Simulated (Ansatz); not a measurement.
Molecular dynamics of H$_{2}$OSi

The input (input.yaml):

```yaml
crystal:
  periodic: [false, false, false]
  atoms:
    - { symbol: O, position_ang: [1.510056, 0.692362, -0.230237] }
    - { symbol: Si, position_ang: [0.380278, -0.272132, -0.231785] }
    - { symbol: H, position_ang: [3.410707, -11.948938, 2.25139] }
    - { symbol: H, position_ang: [-1.142616, 0.196673, 0.691998] }
magnetization:
  spin_polarized: true
basis:
  gaussian: { orbitals: def2-SVP }
hamiltonian:
  xc: pbe0
  dispersion: d4
md:
  timestep: 0.5
  n_steps: 166
  ensemble: nvt_nose_hoover
  temperature: 1500.0
  initial_velocities: maxwell_boltzmann
  seed: 781913
```

Run as:

```bash
$ ansatz run input.yaml --threads 1 --pin off --max-ram 2048MiB --backend cpu --events-out ev --progress --plain --runs-dir out
```

It goes on from the last frame of an earlier run, with new velocities.

Output, in part (step lines, the closing report, with atoms numbered from 0):

```
md step     0: t =     0.00 fs  T =  1500.0 K  F+E_penalty+E_count = -9942.65227414 eV  E_kin = 0.387780 eV  conserved = -9942.26449414 eV  (134 SCF iters)
[... lines left out ...]
Total energy: -9942.70587216 eV, -365.3877013938 hartree
Atom 0 at     1.689288     0.230218    -0.161907 Å, force     2.295290     0.619050     0.325105 eV/Å
Atom 1 at     0.194855     0.070088    -0.232787 Å, force    -2.031292    -1.842486    -1.037902 eV/Å
Atom 2 at     4.520732   -12.493683     3.003474 Å, force     0.000004     0.000007     0.000003 eV/Å
Atom 3 at     0.068867    -1.458409    -1.116683 Å, force    -0.264003     1.223429     0.712794 eV/Å
Dipole moment:    -0.557496    -0.057334    -0.025057 e Å
```

The steps, from the saved trajectory:

```json
{"time (fs)": "0.0", "T (K)": "1500", "potential energy less start (eV)": "0.000", "conserved less start (meV/atom)": "0.00"}
{"time (fs)": "2.5", "T (K)": "2689", "potential energy less start (eV)": "-0.309", "conserved less start (meV/atom)": "-0.31"}
{"time (fs)": "5.0", "T (K)": "2806", "potential energy less start (eV)": "-0.342", "conserved less start (meV/atom)": "-0.76"}
{"time (fs)": "7.5", "T (K)": "1534", "potential energy less start (eV)": "-0.009", "conserved less start (meV/atom)": "0.43"}
{"time (fs)": "10.0", "T (K)": "2559", "potential energy less start (eV)": "-0.280", "conserved less start (meV/atom)": "-0.72"}
{"time (fs)": "12.5", "T (K)": "1896", "potential energy less start (eV)": "-0.108", "conserved less start (meV/atom)": "-0.16"}
{"time (fs)": "15.0", "T (K)": "938", "potential energy less start (eV)": "0.139", "conserved less start (meV/atom)": "0.01"}
{"time (fs)": "17.5", "T (K)": "743", "potential energy less start (eV)": "0.189", "conserved less start (meV/atom)": "-0.01"}
{"time (fs)": "20.0", "T (K)": "1244", "potential energy less start (eV)": "0.059", "conserved less start (meV/atom)": "-0.06"}
{"time (fs)": "22.5", "T (K)": "2113", "potential energy less start (eV)": "-0.168", "conserved less start (meV/atom)": "-0.22"}
{"time (fs)": "25.0", "T (K)": "2402", "potential energy less start (eV)": "-0.246", "conserved less start (meV/atom)": "-0.64"}
{"time (fs)": "27.5", "T (K)": "1167", "potential energy less start (eV)": "0.076", "conserved less start (meV/atom)": "0.36"}
{"time (fs)": "30.0", "T (K)": "2269", "potential energy less start (eV)": "-0.214", "conserved less start (meV/atom)": "-0.58"}
{"time (fs)": "32.5", "T (K)": "2703", "potential energy less start (eV)": "-0.328", "conserved less start (meV/atom)": "-0.38"}
{"time (fs)": "35.0", "T (K)": "1858", "potential energy less start (eV)": "-0.111", "conserved less start (meV/atom)": "-0.10"}
{"time (fs)": "37.5", "T (K)": "1196", "potential energy less start (eV)": "0.058", "conserved less start (meV/atom)": "-0.04"}
{"time (fs)": "40.0", "T (K)": "1123", "potential energy less start (eV)": "0.076", "conserved less start (meV/atom)": "-0.01"}
{"time (fs)": "42.5", "T (K)": "1793", "potential energy less start (eV)": "-0.100", "conserved less start (meV/atom)": "-0.08"}
{"time (fs)": "45.0", "T (K)": "2708", "potential energy less start (eV)": "-0.341", "conserved less start (meV/atom)": "-0.54"}
{"time (fs)": "47.5", "T (K)": "2015", "potential energy less start (eV)": "-0.164", "conserved less start (meV/atom)": "-0.09"}
{"time (fs)": "50.0", "T (K)": "2246", "potential energy less start (eV)": "-0.228", "conserved less start (meV/atom)": "-0.28"}
{"time (fs)": "52.5", "T (K)": "2787", "potential energy less start (eV)": "-0.374", "conserved less start (meV/atom)": "-0.51"}
{"time (fs)": "55.0", "T (K)": "1729", "potential energy less start (eV)": "-0.103", "conserved less start (meV/atom)": "-0.06"}
{"time (fs)": "57.5", "T (K)": "1091", "potential energy less start (eV)": "0.059", "conserved less start (meV/atom)": "-0.01"}
{"time (fs)": "60.0", "T (K)": "1272", "potential energy less start (eV)": "0.009", "conserved less start (meV/atom)": "-0.07"}
{"time (fs)": "62.5", "T (K)": "1970", "potential energy less start (eV)": "-0.175", "conserved less start (meV/atom)": "-0.14"}
{"time (fs)": "65.0", "T (K)": "2683", "potential energy less start (eV)": "-0.366", "conserved less start (meV/atom)": "-0.47"}
{"time (fs)": "67.5", "T (K)": "1900", "potential energy less start (eV)": "-0.170", "conserved less start (meV/atom)": "-0.34"}
{"time (fs)": "70.0", "T (K)": "1308", "potential energy less start (eV)": "-0.019", "conserved less start (meV/atom)": "0.05"}
{"time (fs)": "72.5", "T (K)": "2126", "potential energy less start (eV)": "-0.238", "conserved less start (meV/atom)": "-0.55"}
{"time (fs)": "75.0", "T (K)": "1536", "potential energy less start (eV)": "-0.089", "conserved less start (meV/atom)": "-0.13"}
{"time (fs)": "77.5", "T (K)": "1004", "potential energy less start (eV)": "0.044", "conserved less start (meV/atom)": "-0.08"}
{"time (fs)": "80.0", "T (K)": "960", "potential energy less start (eV)": "0.053", "conserved less start (meV/atom)": "-0.11"}
{"time (fs)": "82.5", "T (K)": "1260", "potential energy less start (eV)": "-0.028", "conserved less start (meV/atom)": "-0.12"}
```

The run went to its last step. The conserved energy stayed within 0.81 meV per atom of its start (net change -0.12 meV per atom), so the integration is sound. The mean temperature of the second half is 19 % above the set value. A run of 0.083 ps of so small a system gives no equilibrium averages.

The same pairs are bonded in the first frame and the last. It ends as H + HOSi. Pairs count as bonded within 1.25 times the sum of covalent radii (0.12 Å more for H–H).

Last frame:

```xyz
4
Properties=species:S:1:pos:R:3
O 1.689 0.230 -0.162
Si 0.195 0.070 -0.233
H 4.521 -12.494 3.003
H 0.069 -1.458 -1.117
```

The run took 83 s on 1 CPU thread of a shared host.
